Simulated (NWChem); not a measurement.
# Correlation energy of nitrogen dioxide (NO2)

SMILES: N(=O)[O]
```xyz
3

O     -1.0994     0.0000     0.1399
N      0.0000     0.0000    -0.3199
O      1.0994     0.0000     0.1399
```
Charge 0, spin multiplicity 2.

All runs are NWChem calculations. Structure: optimised with UB3LYP/def2-SVP, a minimum by its harmonic frequencies.

Basis set: STO-3G. Each correlation energy counts from its own Hartree-Fock reference.

The correlated methods keep 3 core orbitals frozen. The unpaired electrons of the parent sit in orbitals of symmetry a1 (C2v labels of the run); other states weren't searched. No SCF solution was tested for a lower state. Open-shell Hartree-Fock references start from PBE0 orbitals. Coupled-cluster values serve here as a point of comparison, not as the truth.

### Question
For the correlation energy, UMP2 gives -199.3 mHa and SCS-UMP2 gives -189.7 mHa. What do CCSD on UHF, CCSD[T] on UHF, CCSD(T) on UHF give?

### Answer
CCSD on UHF: -198.5 mHa; CCSD[T] on UHF: -219.6 mHa; CCSD(T) on UHF: -217.0 mHa.
